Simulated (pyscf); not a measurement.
NH₃ + H₂N–Si•(NH₂)–NH₂ -> H₂N–Si(NH₂)(NH₂)–NH₂ + H• (substitution at N; doublet surface; H–N broken, N–Si formed). Optimised with ωB97X-D3(BJ)/def2-SVP in PySCF. Energies in kcal/mol from the separated reactants.

```
level                   barrier  reaction energy
----------------------  -------  ---------------
ωB97X-D3(BJ)/def2-TZVP        …             -3.5
PBE/def2-TZVP              11.3             +4.0
r²SCAN/def2-TZVP              …                …
B3LYP-D3(BJ)/def2-TZVP     13.9             +1.8
PBE0-D3(BJ)/def2-TZVP      13.2             -0.6
HF/def2-TZVP               33.9             -6.6
```

**Question.** What belongs in the gaps?

**Answer.** 
- ωB97X-D3(BJ)/def2-TZVP, barrier: 19.0
- r²SCAN/def2-TZVP, barrier: 12.8
- r²SCAN/def2-TZVP, reaction energy: +1.4

The functionals in the table span 7.6 kcal/mol in this barrier, from PBE to ωB97X-D3(BJ). On the reactant side the descent ends in a complex (not fully relaxed), 5.1 kcal/mol under the separated species and 24.0 kcal/mol under the saddle at ωB97X-D3(BJ)/def2-TZVP. One saddle was located; it need not be the lowest between these sides. The angle at the attacked N is 124°.
